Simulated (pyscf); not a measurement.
6 organic steps of one kind (insertion, closed-shell): barrier in eV, from the separated reactants or the lowest minimum found. Optimised with ωB97X-D3(BJ)/def2-SVP in PySCF. Functionals in def2-TZVP; the last column is ωB97M-D3(BJ)/def2-TZVP. Rows were drawn at random from the steps of this kind and element class whose saddle was verified and whose references are stable.

```
step                                                                           PBE  B3LYP-D3(BJ)  PBE0-D3(BJ)  ωB97M-D3(BJ)
----------------------------------------------------------------------------  ----  ------------  -----------  ------------
`[F][CH]([F])[Cl]` + `[F][C][F]` [singlet] → `[F][CH]([Cl])[C]([F])([F])[F]`  1.93          2.32         2.28          2.49
`[CH2]=[CH][Cl]` + `[F][C][F]` [singlet] → `[F][CH]([F])[CH]=[CH][Cl]`        1.22          1.53         1.39          1.76
`[F][CH]=[CH][F]` + `[F][C][F]` [singlet] → `[F][CH]=[C]([F])[CH]([F])[F]`    1.21          1.56         1.43          1.80
`[CH2]=[CH][F]` + `[F][C][F]` [singlet] -> `[CH2]=[C]([F])[CH]([F])[F]`       1.20          1.55         1.41          1.78
`[CH3][Cl]` + `[F][C][F]` [singlet] → `[CH3][C]([F])([F])[Cl]`                1.77          2.06         2.10          2.38
`[Cl][C][Cl]` [singlet] + `[CH2]=[CH2]` → `[CH2]=[CH][CH]([Cl])[Cl]`          0.63          0.80         0.65          0.91
```

Differences from the last column (eV): PBE: mean -0.53, median -0.57, mean size 0.53, lower in 6 of 6; B3LYP-D3(BJ): mean -0.22, median -0.23, mean size 0.22, lower in 6 of 6; PBE0-D3(BJ): mean -0.31, median -0.32, mean size 0.31, lower in 6 of 6. PBE is closest for row 6 (0.29 eV apart) and farthest for row 5 (0.60 eV). PBE, r²SCAN and M06-2X carry no added dispersion term. The last column is a level with limits of its own. Each barrier is that of the saddle found.
